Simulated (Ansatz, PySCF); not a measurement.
Molecule: formamide, CH3NO, charge 0, multiplicity 1. 
Structure (B3LYP-D3(BJ)/def2-TZVP (Ansatz, an electronic-structure program) minimum search):
SMILES: NC=O
```xyz
6

N     -1.0698     0.1943     0.1075
C      0.2724     0.3136    -0.0479
O      1.0507    -0.6113    -0.0819
H     -1.4767    -0.7220     0.2042
H     -1.6667     1.0020     0.1281
H      0.5920     1.3678    -0.1427
```


Wanted: enthalpy of formation at 298 K (from the atomisation energy, B3LYP-D3(BJ)/def2-TZVP harmonic zero-point and thermal terms from PySCF, and the atoms' enthalpies of formation in the G2/97 table; no spin-orbit terms, and no core term in the frozen-core levels), in kcal/mol. Correlated levels leave the core frozen unless marked. Open shells are spin-unrestricted. Spin-orbit coupling is left out. Non-relativistic. The coupled-cluster limit lacks core correlation, which all-electron functionals hold. Basis-set limits of correlation are two-point, X^-3; Hartree-Fock from the larger set. The bracket is a focal-point correction in the basis named.

Measured: -46.3 kcal/mol (CRC Handbook, as tabulated in the package chemicals); it holds spin-orbit and relativistic effects, and any other conformers, which these rows lack, and core correlation, which the frozen-core levels lack. This is an older compilation, not checked against later work.

```json
[
 {"level": "HF/aug-cc-pVQZ", "program": "Ansatz", "enthalpy of formation at 298 K (kcal/mol)": "145.0", "error against measurement": "191.3"},
 {"level": "HF/cc-pVQZ", "program": "Ansatz", "enthalpy of formation at 298 K (kcal/mol)": "145.4", "error against measurement": "191.7"},
 {"level": "BLYP/def2-TZVPD", "program": "Ansatz", "enthalpy of formation at 298 K (kcal/mol)": "-53.0", "error against measurement": "-6.7"},
 {"level": "BP86-D3(BJ)/def2-TZVPD", "program": "PySCF + dftd3", "enthalpy of formation at 298 K (kcal/mol)": "-75.1", "error against measurement": "-28.8"},
 {"level": "TPSS/def2-TZVPD", "program": "PySCF", "enthalpy of formation at 298 K (kcal/mol)": "-47.9", "error against measurement": "-1.6"},
 {"level": "TPSS-D3(BJ)/def2-TZVPD", "program": "PySCF + dftd3", "enthalpy of formation at 298 K (kcal/mol)": "-49.8", "error against measurement": "-3.5"},
 {"level": "r2SCAN-D3(BJ)/def2-TZVPD", "program": "Ansatz + dftd3", "enthalpy of formation at 298 K (kcal/mol)": "-46.1", "error against measurement": "0.2"},
 {"level": "TPSSh-D3(BJ)/def2-TZVPD", "program": "PySCF + dftd3", "enthalpy of formation at 298 K (kcal/mol)": "-43.4", "error against measurement": "2.9"},
 {"level": "PW6B95-D3(BJ)/def2-TZVPD", "program": "PySCF + dftd3", "enthalpy of formation at 298 K (kcal/mol)": "-47.0", "error against measurement": "-0.7"},
 {"level": "HSE06-D3(BJ)/def2-TZVPD", "program": "Ansatz + dftd3", "enthalpy of formation at 298 K (kcal/mol)": "-48.5", "error against measurement": "-2.2"},
 {"level": "CAM-B3LYP-D4/def2-TZVPD", "program": "Ansatz + dftd4", "enthalpy of formation at 298 K (kcal/mol)": "-50.4", "error against measurement": "-4.1"},
 {"level": "wB97X-V/def2-TZVPD", "program": "Ansatz", "enthalpy of formation at 298 K (kcal/mol)": "-47.3", "error against measurement": "-1.0"},
 {"level": "B2PLYP/def2-TZVPD", "program": "Ansatz", "enthalpy of formation at 298 K (kcal/mol)": "-41.1", "error against measurement": "5.2"},
 {"level": "SCS-MP2/aug-cc-pVDZ", "program": "Ansatz", "enthalpy of formation at 298 K (kcal/mol)": "-11.2", "error against measurement": "35.1"},
 {"level": "SCS-MP2/cc-pVDZ", "program": "Ansatz", "enthalpy of formation at 298 K (kcal/mol)": "1.3", "error against measurement": "47.6"},
 {"level": "CCSD/STO-3G", "program": "Ansatz", "enthalpy of formation at 298 K (kcal/mol)": "64.2", "error against measurement": "110.5"},
 {"level": "CCSD/cc-pVDZ", "program": "Ansatz", "enthalpy of formation at 298 K (kcal/mol)": "17.4", "error against measurement": "63.7"},
 {"level": "CCSD(T)/aug-cc-pVDZ", "program": "Ansatz", "enthalpy of formation at 298 K (kcal/mol)": "-0.6", "error against measurement": "45.7"},
 {"level": "CCSD(T)/cc-pVDZ", "program": "Ansatz", "enthalpy of formation at 298 K (kcal/mol)": "9.3", "error against measurement": "55.6"},
 {"level": "CCSD(T)/cc-pwCVTZ", "program": "Ansatz", "enthalpy of formation at 298 K (kcal/mol)": "-26.0", "error against measurement": "20.3"},
 {"level": "RI-MP2/CBS(aug-cc-pVTZ,aug-cc-pVQZ)+[CCSD(T)-MP2]/aug-cc-pVTZ", "program": "Ansatz", "enthalpy of formation at 298 K (kcal/mol)": "-44.8", "error against measurement": "1.5"}
]
```
